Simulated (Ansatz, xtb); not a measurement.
**H3OSi2: which of two structures lies lower**

Structure a is `O=[Si][SiH3]`, a doublet and structure b is a doublet given by its coordinates. Both are isolated molecules in the gas phase, relaxed with r2SCAN-D4/def2-SVP.

a (Å):

```json
{"atom": "O", "x (Å)": "-3.8180", "y (Å)": "1.6939", "z (Å)": "-0.3737"}
{"atom": "Si", "x (Å)": "-2.5964", "y (Å)": "1.2709", "z (Å)": "0.4857"}
{"atom": "Si", "x (Å)": "-2.2427", "y (Å)": "-1.1379", "z (Å)": "0.3094"}
{"atom": "H", "x (Å)": "-1.0695", "y (Å)": "-1.5549", "z (Å)": "1.1312"}
{"atom": "H", "x (Å)": "-2.0071", "y (Å)": "-1.4406", "z (Å)": "-1.1329"}
{"atom": "H", "x (Å)": "-3.4876", "y (Å)": "-1.7998", "z (Å)": "0.7985"}
```

b (Å):

```xyz
6

O    -1.1421   -0.6403   -1.4269
Si   -0.9206   -0.4399    0.2088
Si   -1.0122    1.5330    1.3328
H    -1.3257    0.1711   -1.9209
H    -0.6653   -1.8462    0.6532
H    -0.7088    0.6006    2.5201
```

Close contacts (Å): O1–Si2 1.66, Si2–Si3 2.27, O1–H4 0.97, Si2–H5 1.50, Si3–H6 1.54.

Problem. Which of the two would you expect CCSD(T)/def2-SVP electronic energies to favour?

Solution. Structure a; the calculation gives E(b) − E(a) = +0.148 eV.

The same difference at several levels:

```tsv
level	geometry	E(b) − E(a) (eV)	departure from the last row (eV)	job, with rough time for the two
GFN2-xTB	GFN2-xTB	+1.143	+0.995	optimisation, 0.65 s
HF/STO-3G	GFN2-xTB	+1.413	+1.265	single point, 5.5 s
r2SCAN-D4/def2-SVP//GFN2-xTB	GFN2-xTB	+0.141	−0.007	single point, 11 s
r2SCAN-D4/def2-SVP	r2SCAN-D4/def2-SVP	+0.031	−0.117	optimisation, 6.9 min
HF/def2-SVP	r2SCAN-D4/def2-SVP	−0.170	−0.319	part of the CCSD(T) run
MP2/def2-SVP	r2SCAN-D4/def2-SVP	+0.219	+0.071	part of the CCSD(T) run
CCSD(T)/def2-SVP	r2SCAN-D4/def2-SVP	+0.148		single point, 26 s
```

HF/def2-SVP puts the two in the other order. The largest departure from CCSD(T)/def2-SVP is that of HF/STO-3G, 1.265 eV. MP2 in a larger basis moves the difference by −0.045 eV, a step that isn't added because spin contamination makes open-shell MP2 unreliable in this search.

With harmonic frequencies from r2SCAN-D4/def2-SVP (ideal gas, rigid rotor, one conformer each, 400 K, 1 atm): on the last row, ΔE + ΔZPE = +0.212 eV. A mode under 50 cm⁻¹ makes harmonic enthalpies and free energies unreliable, so none is given.

Open shells are spin-unrestricted, with notable spin contamination under HF/STO-3G. The correlated steps freeze 11 core orbitals. Run with Ansatz 0.2.0, xtb 6.7.1; the last row on 1 thread of Intel(R) Xeon(R) Processor @ 2.50GHz (Skylake/Cascade Lake) on a shared host.
